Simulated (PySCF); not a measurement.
Gas-phase reaction: 6 AlClF = 2 Al + 2 AlCl3 + Al2F6

Computed with PySCF (xtb for GFN2) and rigid-rotor harmonic-oscillator thermochemistry at 1 bar. Table values come from the NASA 1993 polynomials. After a fit of one offset per element over all species, the range-separated, M06-2X, PBE0/def2-QZVP and CCSD(T)/def2-TZVPP enthalpies, where run, lie to one side of the table for AlClF (+54 kJ/mol), Al2F6 (+36 kJ/mol): a fault of the table's entry, another state or a shared error of the levels is possible; this was not checked at source. S°(298 K) at PBE0/def2-TZVP differs from the NASA 1993 table for Al2F6 (+7 J/mol/K); whether the harmonic model or the table's entry is off was not settled. † marks an energy on the PBE0/def2-TZVP geometry and frequencies; other levels use their own. 6-31G* has spherical d functions here. Open shells (unrestricted): AlClF (multiplicity 2), Al (multiplicity 2, electronic degeneracy 6); the rest are closed-shell singlets. GFN2 has no spin-polarisation term. Spin-orbit splitting is ignored; it lowers the true energy and changes the entropy of Al. For this reaction the table lies outside the span of B3LYP, M06-2X, MP2, PBE0, r2SCAN, ωB97M-V, ωB97X-V in their largest bases here; which side is off was not settled. The harmonic model lacks anharmonicity and excited electronic states, which grow with temperature; levels with a mode under 35 cm⁻¹ are left out. Soft modes under 120 cm⁻¹ make the harmonic entropy rough for Al2F6. The table's entry may be an old estimate for AlClF, AlCl3, Al2F6 (not checked at source).

| level | ΔH°(298 K), kJ | minus table | ΔG°(1400 K), kJ |
|---|---|---|---|
| table | -206.2 | - | 250.6 |
| BLYP/def2-TZVP† | -436.7 | -230.5 | 15.8 |
| GFN2-xTB | 14.9 | 221.1 | 460.6 |
| HF/6-31G* | -475.4 | -269.2 | -15.0 |
| HF/def2-TZVP† | -423.5 | -217.3 | 29.0 |
| PBE/def2-SVP | -516.2 | -310.0 | -65.0 |
| PBE/def2-TZVP† | -434.4 | -228.2 | 18.1 |
| PBE0/def2-TZVP | -475.4 | -269.2 | -22.9 |
| r2SCAN/def2-TZVP† | -459.6 | -253.4 | -7.1 |
| ωB97M-V/def2-TZVP† | -576.4 | -370.2 | -123.9 |
| ωB97X-V/def2-TZVP† | -551.5 | -345.3 | -99.0 |
